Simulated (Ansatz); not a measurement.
```yaml
crystal:
  periodic: [false, false, false]
  atoms:
    - {symbol: Ge, position_ang: [0.000000, 0.000000, -1.732044]}
    - {symbol: O, position_ang: [0.000000, 0.000000, 0.000000]}
    - {symbol: Ge, position_ang: [0.000000, 0.000000, 1.732044]}
basis:
  gaussian: {orbitals: def2-TZVP}
hamiltonian: {xc: pbe0}
relax: {f_tol: 0.004, max_steps: 80}
```

```sh
$ ansatz run in.yaml --threads 1 --pin off --events-out ev --progress --plain --max-ram 2176MiB
```

Steps of the relaxation (energy above the last step; positions in Å, forces in eV/Å):

```
3
step 1, 23.2 meV
Ge    0.000    0.000   -1.732    0.000    0.000   -0.851
O     0.000    0.000    0.000    0.000    0.000    0.000
Ge    0.000    0.000    1.732    0.000    0.000    0.851
```

```
3
step 2, 4.6 meV
Ge    0.000    0.000   -1.747    0.000    0.000   -0.369
O     0.000    0.000    0.000    0.000    0.000    0.000
Ge    0.000    0.000    1.747    0.000    0.000    0.369
```

```
3
step 3, 0.0 meV
Ge    0.000    0.000   -1.759    0.000    0.000   -0.016
O     0.000    0.000    0.000    0.000    0.000    0.000
Ge    0.000    0.000    1.759    0.000    0.000    0.016
```

```
3
step 4, 0.0 meV
Ge    0.000    0.000   -1.760    0.000    0.000    0.002
O     0.000    0.000    0.000    0.000    0.000    0.000
Ge    0.000    0.000    1.760    0.000    0.000   -0.002
```

Close pairs at the end: O2–Ge3 1.760 Å, Ge1–O2 1.760 Å.

A stationary point of restricted PBE0 after 4 steps (its stability towards spin polarisation wasn't tested); no frequencies were run, so it isn't proven a minimum. 15 s on 1 thread of Intel Xeon 6975P-C, shared host.
